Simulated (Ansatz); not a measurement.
Geometry optimisation, RKS PBE0/def2-SVP (Ansatz).

input.yaml

```yaml
crystal:
  periodic: [false, false, false]
  atoms:
    - { symbol: B, position_ang: [0.034315, 0.287147, 0.055555] }
    - { symbol: Cl, position_ang: [-0.138827, 0.606776, 1.843283] }
    - { symbol: H, position_ang: [1.135101, 0.391059, -0.406646] }
    - { symbol: H, position_ang: [-0.983709, 0.09967, -0.557301] }
    - { symbol: S, position_ang: [0.347158, -2.741615, 0.543208] }
    - { symbol: H, position_ang: [-0.958848, -2.937266, 0.259809] }
    - { symbol: H, position_ang: [0.04701, -1.954671, 1.635492] }
basis:
  gaussian: { orbitals: def2-SVP }
hamiltonian:
  xc: pbe0
relax:
  f_tol: 0.03
  max_steps: 50
```

Launched with:

```bash
$ ansatz run input.yaml --threads 1 --pin off --max-ram 2048MiB --backend cpu --events-out ev --progress --plain --runs-dir out
```

**Question.** Where does it end, and by what steps?

**Answer.** The forces met the threshold. After 10 steps the energy has fallen by 0.406 eV; H6 moved furthest, 0.77 Å. Joined: B1–S5 (3.08 → 2.04 Å).

```tsv
step	energy less start (eV)	largest force component (eV/Å)	accepted
0	0.0000	1.169	yes
1	-0.0577	0.780	yes
2	-0.1509	1.010	yes
3	-0.2273	1.092	yes
4	-0.2827	0.615	yes
5	-0.3124	0.209	yes
6	-0.3481	0.145	yes
7	-0.3642	0.540	yes
8	-0.4033	0.046	yes
9	-0.4049	0.145	yes
10	-0.4056	0.014	yes
```

```xyz
7
Properties=species:S:1:pos:R:3
B 0.020 -0.105 0.113
Cl -0.617 0.536 1.698
H 1.192 0.122 -0.102
H -0.733 0.014 -0.831
S 0.082 -2.140 0.259
H -1.146 -2.389 0.774
H 0.684 -2.286 1.463
```

Whether the end is a true minimum wasn't checked by a vibrational analysis.

Time of the run: 8.9 s on 1 thread of AMD EPYC 9R45 96-Core Processor (Zen 5) (shared host), peak memory 0.16 GiB.
